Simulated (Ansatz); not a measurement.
Heat of formation of C3H6 (propene) from total energies

C3H6: 9 atoms, total charge 0, spin state singlet. SMILES: `C=CC`. The coordinates come from a PBE0-D4/def2-TZVP relaxation.

```xyz
9

C    -1.1294    0.5541   -0.5802
C     0.1576    0.2663   -0.4474
C     0.7449   -0.5436    0.6564
H    -1.8648    0.2027    0.1374
H    -1.4955    1.1498   -1.4082
H     0.8570    0.6415   -1.1923
H     1.2616   -1.4253    0.2643
H     1.4904    0.0334    1.2128
H    -0.0219   -0.8791    1.3573
```

Total energies at PBE-QIDH/cc-pVDZ, 3 core orbitals frozen (Ansatz 0.2.0); the atoms run unrestricted:

| species | state | energy (Eh) |
| --- | --- | --- |
| C3H6 | singlet | -117.710934 |
| C | triplet | -37.789505 |
| H | doublet | -0.501240 |

Harmonic wavenumbers at PBE0-D4/def2-TZVP, in cm⁻¹: 208, 423, 592, 941, 942, 947, 1029, 1069, 1193, 1326, 1398, 1444, 1470, 1484, 1730, 3038, 3093, 3125, 3146, 3154, 3238.

Measured heats of formation of the gaseous atoms at 298.15 K, in kJ/mol: C 716.9, H 218.0. Take 1 Eh = 2625.50 kJ/mol, 1 cm⁻¹ = 0.0119627 kJ/mol, RT = 2.479 kJ/mol.

Q: Work out the heat of formation of the gas at 298 K.

A: 
1. Electronic atomisation energy: 3 × (-37.789505) + 6 × (-0.501240) − (-117.710934) = 1.334979 Eh = 3505.0 kJ/mol.
2. Zero-point energy: half the sum of the wavenumbers, 17495 cm⁻¹ = 209.3 kJ/mol.
3. Thermal vibrational enthalpy, Σ hcν̃/(exp(hcν̃/kT) − 1): 3.3 kJ/mol. Translation, rotation and pV of a non-linear molecule: 4 RT = 9.9 kJ/mol.
4. The 9 free atoms carry 5/2 RT each: 55.8 kJ/mol.
5. Spin-orbit coupling lowers the free atoms by 3 × 0.02 = 0.1 kJ/mol.
6. Atomisation enthalpy at 298 K: 3505.0 − 0.1 − 209.3 − 3.3 − 9.9 + 55.8 = 3338.2 kJ/mol.
7. Sum of the atoms' heats of formation: 3458.7 kJ/mol. Heat of formation: 3458.7 − 3338.2 = +120.5 kJ/mol.

The tabulated value is +20.4 kJ/mol (Active Thermochemical Tables), so this level is off by +100.1 kJ/mol, or 2.9 % of the atomisation enthalpy. A double-zeta basis underbinds. Anharmonicity and any spin-orbit splitting of the molecule are left out, and so is core correlation.
